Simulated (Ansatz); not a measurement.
# SO (sulfur oxide): where methods fail along a bond

The species is SO (2 atoms), meant as a triplet with charge 0. As SMILES, `O=S`. Geometry: the measured bond length.

```csv
atom,x (Å),y (Å),z (Å)
O,0.0000,0.0000,0.0000
S,0.0000,0.0000,1.4811
```

The O1–S2 distance is scanned; the parts on either side stay rigid. Basis STO-3G, 6 core orbitals frozen in the correlated methods; program Ansatz 0.2.0. FCI is exact within this basis and core. Energies in eV from each method's value at 1.481 Å; open shells run as named; a dash marks a point that is missing or didn't converge. The shape above is that at 1.481 Å.

```csv
distance (Å),UPBE,UB3LYP,U-wB97M-V,RPA@PBE,FCI
1.481,0.00,0.00,0.00,0.00,0.00
1.851,0.36,0.71,1.13,0.06,0.37
2.222,3.05,3.43,3.84,2.11,2.30
2.962,5.69,5.14,5.28,3.51,3.00
3.703,6.08,5.25,–,3.27,3.01
```

Departure from the FCI curve at its largest: UPBE +3.07 eV at 3.70 Å; UB3LYP +2.23 eV at 3.70 Å; U-wB97M-V +2.28 eV at 2.96 Å; RPA@PBE +0.51 eV at 2.96 Å. The curve of RPA@PBE turns over, which the reference doesn't. For the functionals part of the departure is owed to the small basis.
